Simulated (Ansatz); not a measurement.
Born–Oppenheimer molecular dynamics of BClH₆Si (9 atoms, charge 0, multiplicity 1). It starts at the highest image of a converged band. Of that band: A vibrational analysis at the climbing image gives 2 clearly imaginary modes (525i, 98i cm⁻¹): a point of higher order. A lower path may pass nearby, or the ends, which weren't checked, may share the extra mode.

The calculation used RKS PBE0-D4/def2-SVP in Ansatz.

```json
{"ensemble": "NVE (velocity Verlet)", "time step": "0.5 fs", "steps asked": "200", "starting velocities drawn for": "100 K", "seed": "11571"}
```

First frame:

```xyz
9
Properties=species:S:1:pos:R:3
B 0.011 -0.339 0.153
Cl -0.304 0.703 2.072
H 1.053 0.150 -0.202
H -1.025 -0.089 -0.408
Si 0.195 -2.358 0.629
H -0.792 -3.118 -0.196
H 1.583 -2.826 0.335
H -0.084 -2.694 2.069
H -0.143 -0.637 1.719
```

How far do the bonds stretch over the last three quarters of this one trajectory? (Pairs bonded in most of those frames.)


```csv
bond,mean (Å),spread (Å),shortest,longest
B1–H3,1.208,0.006,1.20,1.22
B1–H4,1.208,0.006,1.20,1.22
B1–Si5,2.029,0.019,2.01,2.08
Cl2–H9,1.310,0.032,1.26,1.39
Si5–H6,1.500,0.014,1.48,1.52
Si5–H7,1.499,0.020,1.47,1.53
Si5–H8,1.507,0.011,1.49,1.53
```

Mean temperature of the second half: 237 K. The conserved energy stayed within 0.036 meV per atom of its start (net change 0.022 meV per atom), so the integration is sound. The kinetic energy rose, since the run started high on the potential surface and went downhill. It ends in pieces (BH5Si + ClH), so much of that is their flight and rotation, not heat. A run of 0.1 ps of so small a system gives no equilibrium averages. The orbitals stay closed-shell, which can raise the energy where a bond breaks towards radicals; this wasn't checked here.

Run time: 8.6 min on 1 thread of Arm Neoverse V2, with other jobs on the host, peak memory 0.14 GiB.
